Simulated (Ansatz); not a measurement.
Input for Ansatz (development build ahead of 0.2.0):

```yaml
crystal:
  periodic: [false, false, false]
  atoms:
    - { symbol: C, position_ang: [1.24998, 0.01234, 0.00217] }
    - { symbol: C, position_ang: [0.34918, 1.11347, -0.03394] }
    - { symbol: C, position_ang: [-0.99395, 0.68032, -0.03673] }
    - { symbol: C, position_ang: [-1.01646, -0.68358, -0.00416] }
    - { symbol: C, position_ang: [0.35921, -1.16337, -0.04392] }
    - { symbol: H, position_ang: [2.26089, 0.02172, -0.02642] }
    - { symbol: H, position_ang: [0.73718, 2.22113, 0.02113] }
    - { symbol: H, position_ang: [-1.9064, 1.36166, 0.00936] }
    - { symbol: H, position_ang: [-1.87881, -1.3066, 0.01333] }
    - { symbol: H, position_ang: [0.75861, -2.19578, -0.00351] }
basis:
  gaussian: { orbitals: def2-TZVP }
total_charge: -1
hamiltonian:
  xc: hf
correlation:
  method: mp2
  frozen_orbitals: { C: 1, H: 0 }
output:
  forces: true
```

The input is written out in the form of the current development build from the run's settings.

Results

| Property | Result |
| --- | --- |
| Converged | yes |
| Reference energy | -192.24446 hartree |
| Correlation energy | -0.81674 hartree |
| Total energy | -193.06120 hartree |
| Spin squared of the determinant | 0.000 |
| Stability test | minimum among restricted orbitals |

Forces (eV/Å):
```json
{"atom": "C1", "Fx": "-5.737", "Fy": "-1.292", "Fz": "-0.291"}
{"atom": "C2", "Fx": "1.730", "Fy": "2.532", "Fz": "0.284"}
{"atom": "C3", "Fx": "-0.978", "Fy": "2.863", "Fz": "0.237"}
{"atom": "C4", "Fx": "2.174", "Fy": "-2.261", "Fz": "-0.232"}
{"atom": "C5", "Fx": "0.642", "Fy": "1.076", "Fz": "0.442"}
{"atom": "H6", "Fx": "3.096", "Fy": "0.046", "Fz": "-0.080"}
{"atom": "H7", "Fx": "-1.011", "Fy": "-2.073", "Fz": "-0.177"}
{"atom": "H8", "Fx": "1.321", "Fy": "-0.928", "Fz": "-0.108"}
{"atom": "H9", "Fx": "-0.624", "Fy": "-0.476", "Fz": "-0.038"}
{"atom": "H10", "Fx": "-0.612", "Fy": "0.512", "Fz": "-0.036"}
```

Caution: no diffuse functions for an anion.
